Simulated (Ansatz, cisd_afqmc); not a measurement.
Species: PH3, charge 0, triplet. This triplet is an excited state, 3.5 eV above the singlet at CCSD(T)/cc-pV(5+d)Z (Ansatz, a first-principles code). PH3 (parent SMILES P, triplet).
B3LYP-D3(BJ)/def2-TZVP minimum from Ansatz:
```xyz
4

P     -0.0702     0.0069     0.0178
H      0.0448     1.5445     0.0807
H      1.2917    -0.1273    -0.3269
H     -0.2829    -1.5211    -0.0205
```
Charge 0, spin multiplicity 3.

Total energies in cc-pV(D+d)Z, 8 correlated electrons, 5 frozen orbitals. Radicals and triplets start from unrestricted determinants; spin-orbit coupling is neglected. Cores are frozen in correlated methods. No relativity. AFQMC is phaseless with a CISD trial state; ± is one standard error, without the phaseless bias. Outlying blocks are dropped, and bars are widened where a walk drifts. Over all cases where full CI ran beside it in this data, AFQMC minus full CI had a median of +0.1 mEh and passed +0.4 mEh in a tenth of the cases. The UHF reference of H3P (parent SMILES P, triplet) is spin-contaminated (<S^2> up to 0.04 over the pure value in the sets run). The spin of H3P (parent SMILES P, triplet) was assumed, and the state is the lowest solution found for it.

```tsv
method	program	energy (Eh)	minus CCSDTQ (mEh)
HF	Ansatz	-342.36820	150.29
MP2	Ansatz	-342.48404	34.44
CCSD	Ansatz	-342.51413	4.35
CCSD(T)	Ansatz	-342.51752	0.97
CCSDT(Q)	Ansatz	-342.51847	0.01
CCSDTQ	Ansatz	-342.51849	0.00
AFQMC/CISD	cisd_afqmc	-342.5184 ± 0.0002	0.1 ± 0.2
```

Rough core times of Ansatz's runs on a shared machine: CCSD(T) under 20 s, CCSDT(Q) under 20 s, CCSDTQ 5 min.
